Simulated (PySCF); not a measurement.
**C₃H₄FN: NMR shifts and spin-spin couplings**

Wanted: the NMR shifts and spin-spin couplings of C₃H₄FN (`FCC1=NC1`), by calculation.

Programs: PySCF 2.14.0, with density-fitted response routines of our own. Each step states its level of theory. These are calculated values for one molecule in the gas phase, unless marked as measured. Atoms are numbered from 0 throughout.

### 1 The molecule as given

9 atoms, charge 0, multiplicity 1; geometry from: GFN2-xTB, dihedral held. The dihedral F0–C1–C2–C4 is held at 90°.

Bonds of the start (Å): F0–C1 1.37, C1–C2 1.47, C2–N3 1.25, N3–C4 1.50, C4–C2 1.45, C1–H5 1.10, C1–H6 1.10, C4–H7 1.08, C4–H8 1.08.

### 2 Shielding tensors: PBE0/pcSseg-1

What the job is given:

```
{"job": {"kind": "nmr", "xc": "PBE0", "basis": "pcSseg-1", "pop": false}, "charge": 0, "multiplicity": 1}
F      1.520870     0.585639     1.190768
C      1.295291    -0.232021     0.110247
C     -0.121610    -0.173715    -0.289318
N     -1.234435    -0.745632    -0.230967
C     -1.134569     0.473107    -1.107297
H      1.564467    -1.249793     0.417974
H      1.942811     0.120196    -0.701979
H     -1.625023     1.371285    -0.758315
H     -1.153612     0.308923    -2.176497
```

Method: GIAO PBE0/pcSseg-1 NMR shielding, non-relativistic, gas phase.

Log:

```text
coarse grid: 7888 points
cycle   1  E = -270.8202578482  dE =  7.495e-01  |g| = 4.963e-01  |ddm| = 2.672e+00
cycle   2  E = -270.7494996697  dE =  7.076e-02  |g| = 8.112e-01  |ddm| = 8.052e-01
cycle   3  E = -270.8639527490  dE = -1.145e-01  |g| = 1.082e-01  |ddm| = 5.233e-01
cycle   4  E = -270.8655272269  dE = -1.574e-03  |g| = 6.502e-02  |ddm| = 1.046e-01
cycle   5  E = -270.8663715884  dE = -8.444e-04  |g| = 6.368e-03  |ddm| = 4.384e-02
cycle   6  E = -270.8663797665  dE = -8.178e-06  |g| = 2.287e-03  |ddm| = 8.807e-03
final grid: 77712 points
cycle   7  E = -270.9012279232  dE = -2.267e-05  |g| = 5.552e-03  |ddm| = 1.778e-02
cycle   8  E = -270.9012255768  dE =  2.346e-06  |g| = 6.909e-03  |ddm| = 7.883e-03
cycle   9  E = -270.9012344146  dE = -8.838e-06  |g| = 8.641e-04  |ddm| = 4.220e-03
cycle  10  E = -270.9012345352  dE = -1.206e-07  |g| = 3.023e-04  |ddm| = 7.619e-04
cycle  11  E = -270.9012345500  dE = -1.484e-08  |g| = 1.478e-04  |ddm| = 2.648e-04
cycle  12  E = -270.9012345543  dE = -4.239e-09  |g| = 1.821e-05  |ddm| = 9.701e-05
cycle  13  E = -270.9012345543  dE = -5.343e-11  |g| = 8.525e-06  |ddm| = 2.095e-05
converged SCF energy = -270.9012345543

GIAO shielding tensors (ppm)
atom      isotropic    diamagn.    paramagn.     s11        s22        s33       span
  0 F      435.571     470.787     -35.216    413.102    424.164    469.447     56.345
  1 C      109.211     238.602    -129.391     80.589     89.377    157.668     77.079
  2 C       10.264     256.860    -246.596   -170.548     48.269    153.071    323.619
  3 N      -83.507     326.740    -410.247   -427.467   -118.088    295.033    722.501
  4 C      166.364     252.846     -86.482    107.513    155.165    236.413    128.900
  5 H       25.720      26.650      -0.930     22.428     25.295     29.438      7.010
  6 H       25.739      26.923      -1.184     22.715     24.363     30.139      7.424
  7 H       30.110      30.586      -0.475     25.598     27.015     37.719     12.121
  8 H       30.600      30.188       0.412     25.696     27.386     38.718     13.022
```

It took 7.8 s on 1 thread, shared host.

Shifts follow as δ = σ(reference) − σ, with reference shieldings (ppm) from runs at the same level and on the same kind of geometry: 1H TMS 31.72, 13C TMS 186.9, 19F CFCl3 170.9, 15N NH3 267.7. The references are single molecules in the gas phase, so shifts against H2O, NH3, PH3, H3PO4 or CFCl3 are not on the usual liquid scales and can be off by tens of ppm. Each atom is listed at this fixed geometry, with no averaging over motion; a spectrum would average atoms that exchange fast.

| atoms | environment | σ (ppm) | δ (ppm) |
| --- | --- | --- | --- |
| C2 | C=N carbon | 10.3 | 176.7 |
| C1 | sp3 CH2 bonded to F | 109.2 | 77.7 |
| C4 | three-membered-ring carbon | 166.4 | 20.6 |
| H5 | hydrogen on an sp3 CH2 bonded to F | 25.72 | 6.00 |
| H6 | hydrogen on an sp3 CH2 bonded to F | 25.74 | 5.98 |
| H7 | hydrogen on a three-membered-ring carbon | 30.11 | 1.61 |
| H8 | hydrogen on a three-membered-ring carbon | 30.60 | 1.12 |
| F0 | fluorine on an sp3 carbon | 435.6 | -264.6 |
| N3 | imine nitrogen | -83.5 | 351.2 |

### 3 J couplings: B3LYP/pcJ-1

Same as in step 2 but for these lines:

```diff
@@ -1,2 +1,2 @@
-{"job": {"kind": "nmr", "xc": "PBE0", "basis": "pcSseg-1", "pop": false}, "charge": 0, "multiplicity": 1}
+{"job": {"kind": "j", "xc": "B3LYP", "basis": "pcJ-1"}, "charge": 0, "multiplicity": 1}
 F      1.520870     0.585639     1.190768
```

Level: B3LYP/pcJ-1 indirect spin-spin coupling, non-relativistic, gas phase.

Log:

```text
coarse grid: 7888 points
cycle   1  E = -271.1408675695  dE =  6.971e-01  |g| = 5.362e-01  |ddm| = 2.516e+00
cycle   2  E = -271.0427862783  dE =  9.808e-02  |g| = 9.276e-01  |ddm| = 9.288e-01
cycle   3  E = -271.1880952369  dE = -1.453e-01  |g| = 1.332e-01  |ddm| = 6.076e-01
cycle   4  E = -271.1902759978  dE = -2.181e-03  |g| = 8.571e-02  |ddm| = 1.268e-01
cycle   5  E = -271.1917063605  dE = -1.430e-03  |g| = 1.102e-02  |ddm| = 5.667e-02
cycle   6  E = -271.1917313216  dE = -2.496e-05  |g| = 3.091e-03  |ddm| = 1.243e-02
cycle   7  E = -271.1917334312  dE = -2.110e-06  |g| = 4.218e-04  |ddm| = 2.880e-03
final grid: 77712 points
cycle   8  E = -271.2334812705  dE = -9.343e-05  |g| = 5.822e-03  |ddm| = 1.202e-02
cycle   9  E = -271.2334761878  dE =  5.083e-06  |g| = 8.105e-03  |ddm| = 8.994e-03
cycle  10  E = -271.2334875077  dE = -1.132e-05  |g| = 1.239e-03  |ddm| = 5.239e-03
cycle  11  E = -271.2334876890  dE = -1.813e-07  |g| = 7.648e-04  |ddm| = 1.224e-03
cycle  12  E = -271.2334877965  dE = -1.075e-07  |g| = 2.979e-04  |ddm| = 5.694e-04
cycle  13  E = -271.2334878130  dE = -1.645e-08  |g| = 1.490e-05  |ddm| = 1.900e-04
cycle  14  E = -271.2334878130  dE = -2.467e-11  |g| = 9.687e-06  |ddm| = 2.210e-05
converged SCF energy = -271.2334878130

Indirect spin-spin couplings (Hz)
  i      j    bonds     total        FC       PSO       DSO        SD
  0 F    1 C    1   -225.203  -283.101    33.552     0.661    23.685
  0 F    2 C    2     15.974    23.544    -6.469     0.080    -1.181
  0 F    3 N    3     -0.967    -4.119     2.479     0.124     0.549
  0 F    4 C    3     -1.036    -0.941     0.106    -0.211     0.011
  0 F    5 H    2     53.787    47.355    11.523    -1.342    -3.748
  0 F    6 H    2     51.562    44.793    11.884    -1.353    -3.762
  0 F    7 H    4      3.256     3.131     0.750    -0.400    -0.225
  0 F    8 H    4      2.115     1.997     1.578    -1.257    -0.203
  1 C    2 C    1     74.187    74.250    -1.139     0.305     0.772
  1 C    3 N    2     -3.892    -3.651    -0.111     0.037    -0.168
  1 C    4 C    2      2.190     1.960     0.060    -0.060     0.229
  1 C    5 H    1    154.517   153.713    -0.385     0.987     0.203
  1 C    6 H    1    161.581   160.788    -0.399     0.982     0.210
  1 C    7 H    3     -1.192    -1.198     0.269    -0.283     0.021
  1 C    8 H    3     -1.425    -1.454     0.225    -0.224     0.028
  2 C    3 N    1      8.690     1.052     9.764    -0.051    -2.074
  2 C    4 C    1     27.771    29.446    -1.352     0.199    -0.522
  2 C    5 H    2     -2.457    -2.288    -0.236     0.017     0.050
  2 C    6 H    2     -4.305    -4.143    -0.271     0.027     0.083
  2 C    7 H    2     -2.017    -1.589     0.142    -0.346    -0.223
  2 C    8 H    2     -2.719    -2.276     0.194    -0.350    -0.286
  3 N    4 C    1     12.490    13.262    -0.620    -0.042    -0.110
  3 N    5 H    3      0.093    -0.115     0.127     0.072     0.010
  3 N    6 H    3     -1.950    -2.019    -0.159     0.219     0.008
  3 N    7 H    2     -3.273    -3.270    -0.350     0.179     0.168
  3 N    8 H    2     -3.357    -3.357    -0.405     0.178     0.227
  4 C    5 H    3      6.101     6.226     0.328    -0.465     0.012
  4 C    6 H    3      2.615     2.532     0.061    -0.122     0.145
  4 C    7 H    1    187.260   185.827     0.249     0.787     0.398
  4 C    8 H    1    183.818   182.336     0.311     0.786     0.385
  5 H    6 H    2     -9.149    -9.458     2.445    -2.441     0.305
  5 H    7 H    4     -0.273    -0.142     1.700    -1.825    -0.006
  5 H    8 H    4     -0.903    -0.750     1.185    -1.311    -0.027
  6 H    7 H    4     -0.395    -0.297     0.934    -1.033     0.001
  6 H    8 H    4      0.284     0.329     0.108    -0.173     0.020
  7 H    8 H    2      9.318     9.053     3.397    -3.282     0.150
```

It took 27 s on 1 thread, shared host.

Couplings of 1 Hz or more, nine at most for each number of bonds (isotopes 13C, 19F, 1H, 15N):

| pair | bonds | J (Hz) | Fermi contact (Hz) | dihedral (°) |
| --- | --- | --- | --- | --- |
| F0–C1 | 1 | -225.2 | -283.1 | – |
| C4–H7 | 1 | 187.3 | 185.8 | – |
| C4–H8 | 1 | 183.8 | 182.3 | – |
| C1–H6 | 1 | 161.6 | 160.8 | – |
| C1–H5 | 1 | 154.5 | 153.7 | – |
| C1–C2 | 1 | 74.2 | 74.2 | – |
| C2–C4 | 1 | 27.8 | 29.4 | – |
| N3–C4 | 1 | 12.5 | 13.3 | – |
| C2–N3 | 1 | 8.7 | 1.1 | – |
| F0–H5 | 2 | 53.8 | 47.4 | – |
| F0–H6 | 2 | 51.6 | 44.8 | – |
| F0–C2 | 2 | 16.0 | 23.5 | – |
| H7–H8 | 2 | 9.3 | 9.1 | – |
| H5–H6 | 2 | -9.1 | -9.5 | – |
| C2–H6 | 2 | -4.3 | -4.1 | – |
| C1–N3 | 2 | -3.9 | -3.7 | – |
| N3–H8 | 2 | -3.4 | -3.4 | – |
| N3–H7 | 2 | -3.3 | -3.3 | – |
| C4–H5 | 3 | 6.1 | 6.2 | -152 |
| C4–H6 | 3 | 2.6 | 2.5 | -28 |
| N3–H6 | 3 | -1.9 | -2.0 | 141 |
| C1–H8 | 3 | -1.4 | -1.5 | 72 |
| C1–H7 | 3 | -1.2 | -1.2 | -85 |
| F0–C4 | 3 | -1.0 | -0.9 | 90 |
| F0–H7 | 4 | 3.3 | 3.1 | – |
| F0–H8 | 4 | 2.1 | 2.0 | – |

Quadrupole couplings from the field gradients of the same density:

| atom | isotope | eQq/h (MHz) | η |
| --- | --- | --- | --- |
| N3 | 14N | -3.660 | 0.60 |

### 4 Outcome

| quantity | value |
| --- | --- |
| 13C shifts against TMS (PBE0/pcSseg-1) | 176.7, 77.7, 20.6 ppm |
| 1H shifts against TMS (PBE0/pcSseg-1) | 6.00, 5.98, 1.61, 1.12 ppm |
| 19F shifts against CFCl3 (PBE0/pcSseg-1) | -264.6 ppm |
| 15N shifts against NH3 (PBE0/pcSseg-1) | 351.2 ppm |
| largest coupling of the table (B3LYP/pcJ-1) | 1J(F,C) F0–C1, -225.2 Hz |

In words: Shifts at one fixed geometry are not the observed spectrum, which averages over the motion. The geometry holds a dihedral fixed, so it need not be a minimum. At PBE0/pcSseg-1: The widest tensor belongs to N3: span 722 ppm, with a paramagnetic part of -410 ppm. Of the pairs tabulated at B3LYP/pcJ-1, F0–C1 couples most strongly (-225.2 Hz; Fermi contact -283.1 Hz).
